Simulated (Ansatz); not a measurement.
Energy needed to pull apart BH$_{2}$S$_{2}$ (SMILES S[B]S), doublet, into free ground-state atoms, from the structure below (displaced at random from a GFN2-xTB minimum); no zero-point or spin–orbit terms; open-shell atoms are treated unrestricted, in their ground-state multiplicity.

```xyz
5
angstrom
S -1.3884 0.0745 -0.8125
B -0.1117 -0.1064 0.1907
S 1.5684 0.3963 -0.1091
H -2.3150 -0.5809 -0.1342
H 2.1748 0.0280 0.9578
```

Computed with Ansatz 0.2.0 (basis: def2-TZVPP); correlated methods freeze the cores; orbitals are unrestricted.

```json
{"method": "PBE-D4", "atomization energy (kcal/mol)": "362.7"}
{"method": "r2SCAN-D4", "atomization energy (kcal/mol)": "360.1"}
{"method": "B97M-V", "atomization energy (kcal/mol)": "360.5"}
{"method": "PBE0-D4", "atomization energy (kcal/mol)": "355.8"}
{"method": "CAM-B3LYP-D4", "atomization energy (kcal/mol)": "348.4"}
{"method": "wB97M-V", "atomization energy (kcal/mol)": "352.5"}
{"method": "HF", "atomization energy (kcal/mol)": "247.5"}
{"method": "MP2", "atomization energy (kcal/mol)": "?"}
{"method": "CCSD", "atomization energy (kcal/mol)": "?"}
{"method": "CCSD(T)", "atomization energy (kcal/mol)": "334.1"}
```

Task: What does MP2 give? (To be estimated.)

Result: By the calculation: 343.0 kcal/mol, which is about 8.9 kcal/mol more than CCSD(T)/def2-TZVPP.

Task: What does CCSD give? (An estimate is asked for; the value comes from the calculation.)

Result: The calculation gives: 326.5 kcal/mol, which is about 7.6 kcal/mol less than CCSD(T)/def2-TZVPP.

In triple zeta the MP2 and coupled-cluster atomization energies are still short of their basis limit by a few kcal/mol a bond, whereas those of the functionals are nearly converged, so these differences are not deviations from converged CCSD(T).

No T1 diagnostic of these runs exceeds 0.017. ⟨S²⟩ of the unrestricted Hartree–Fock references: 0.76 (a pure state has 0.75).

For scale, one of the runs: CCSD(T)/def2-TZVPP forces, 143 basis functions (an equivalent command: `ansatz run in.yaml --threads 4`). The run took 120 s on 4 CPU threads (shared host), with 3.2 GiB of host memory at its peak.
